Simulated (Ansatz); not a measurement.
Calculated with Ansatz (gas phase, PBE0-D4/def2-TZVP geometries, no zero-point term in ΔE). CCSD(T)/CBS is the MP2 limit (def2-TZVPP, def2-QZVPP) plus CCSD(T) − MP2 in def2-TZVPP, frozen cores. This one scheme is used for every species. DFT in def2-TZVPP. B3LYP here is the variant with VWN-RPA as its local correlation; programs differ in this. Each species was taken in one conformer, which may not be the lowest.

Consider the ligand exchange at a B–Cl bond: `NBCl` + NH₃ → `NBN` + HCl.

```csv
level,ΔE (kJ/mol)
revPBE-D4,3.5
r2SCAN-D4,2.0
PBE0,0.6
B3LYP,-2.2
```

Task: What does CCSD(T)/CBS give? (Best estimate.)

Result: Ansatz gave: +1.4 kJ/mol. The listed levels differ from it by 2.1, 0.6, -0.8, -3.6 kJ/mol.

Largest T1 diagnostic among the species: 0.011.

Leaving LDA and LC-ωPBE aside and taking each functional with its dispersion term where it has one, the values, not all of them listed here, spread over 10.0 kJ/mol, from CAM-B3LYP-D4 to B97M-V. LDA lies −9.8 kJ/mol from PBE without D4.
